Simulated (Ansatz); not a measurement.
Results of r²SCAN in Ansatz (plane waves, PAW) for bcc Ta.

Settings: plane-wave cutoff 600 eV, 28×28×28 k mesh, Fermi–Dirac smearing 0.06 eV (set by the program), scalar-relativistic PAW data made under PBE.

Computed at the level's own relaxed cell.

Elastic tensor (GPa, Voigt notation, ions relaxed):

```
  272.3   166.7   166.7     0.0     0.0     0.0
  166.7   272.3   166.7     0.0     0.0     0.0
  166.7   166.7   272.3     0.0     0.0     0.0
    0.0     0.0     0.0    74.0     0.0     0.0
    0.0     0.0     0.0     0.0    74.0     0.0
    0.0     0.0     0.0     0.0     0.0    74.0
```

Worked from these constants: the tetragonal shear constant is C′ = (C11 − C12)/2 = 52.8 GPa against C44 = 74.0 GPa, so the tetragonal shear is the softer. The Zener ratio C44/C′ is 1.40 (1 for an isotropic solid), and the Cauchy pressure C12 − C44 is 92.7 GPa. With C11 + 2C12 = 605.7 GPa all three Born conditions hold; they don't test modes at the zone boundary.

Measured, for comparison: elastic constant C11 266 GPa, elastic constant C12 158 GPa, elastic constant C44 87.4 GPa (0 K, extrapolated to 0 K; zero-point effects included; as tabulated in Wang et al. (2022), arXiv:2209.12322). Computed (rounded) less measured: elastic constant C11 +2 %, elastic constant C12 +6 %, elastic constant C44 -15 %.

Note: shear constants of such metals converge slowly with the k mesh.

Spin–orbit coupling is not included.

Computed values are for the static lattice.

Ansatz is a program for electronic structure.
